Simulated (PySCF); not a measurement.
**Bond curve of AlP**

Set-up: PySCF, spin-free X2C with a Gaussian nucleus, basis sets Al x2c-SVPall, P x2c-SVPall. Energies in eV from Al + P in their ground configurations at the same level. All curves are PBE0. state 1: ³Σ⁻ (triplet), unpaired electrons π ↑↑; state 2: ³Π (triplet), unpaired electrons σ ↑, π ↑, a second solution, started from another occupation; state 3: Ms = 0 determinant of mixed spin (⟨S²⟩ near 1.0), unpaired electrons σ ↓, π ↑, a second solution, started from another occupation; state 4: Ms = 0 determinant of mixed spin (⟨S²⟩ near 1.0), unpaired electrons π ↑↓, a mixture of terms (⟨Lz²⟩ = 2.0), a second solution, started from another occupation.

| R (Å) | state 1 | state 2 | state 3 | state 4 |
| --- | --- | --- | --- | --- |
| 2.094 | -1.584 | -2.118 | -1.991 | -1.253 |
| 2.192 | -1.946 | -2.211 | -2.072 | -1.615 |
| 2.289 | -2.143 | -2.176 | -2.021 | -1.811 |
| 2.362 | -2.211 | -2.096 | -1.926 | -1.878 |
| 2.435 | -2.228 | -1.984 | -1.799 | -1.895 |
| 2.508 | -2.207 | -1.852 | -1.651 | -1.872 |
| 2.606 | -2.134 | -1.659 | -1.436 | -1.796 |
| 2.727 | -1.994 | -1.408 | -1.157 | -1.653 |
| 2.873 | -1.787 | -1.119 | -0.830 | -1.439 |
| 3.068 | -1.484 | -0.790 | -0.437 | -1.122 |

Task: Put a parabola through the three lowest points of the state 1 curve and estimate Re, k and ωe (reduced mass 14.42 u; 1 eV/Å² = 0.16022 mdyn/Å; ωe = 1302.8·√(k/μ) cm⁻¹).

Result: Through R = 2.362, 2.435, 2.508 Å the second-order coefficient is 3.57 eV/Å², so Re ≈ 2.431 Å, k ≈ 1.14 mdyn/Å and ωe ≈ 367 cm⁻¹. A polynomial fit of higher order to the unrounded PBE0 energies gives Re = 2.428 Å, k = 1.19 mdyn/Å, ωe = 374 cm⁻¹; anharmonicity and rounding make the difference.

The higher-order fit for each curve: state 1: Re = 2.428 Å, ωe = 374 cm⁻¹, De = 2.23 eV; state 2: Re = 2.207 Å, ωe = 483 cm⁻¹, minimum 2.21 eV below the ground-state fragments; state 3: Re = 2.196 Å, ωe = 504 cm⁻¹, minimum 2.07 eV below the ground-state fragments; state 4: Re = 2.426 Å, ωe = 377 cm⁻¹, minimum 1.90 eV below the ground-state fragments.

⟨S²⟩ of the unrestricted solution departs from its pure value on part of the curve, where spin states mix. The state is the lowest determinant that a PBE0 search found; another state may lie lower at other levels.
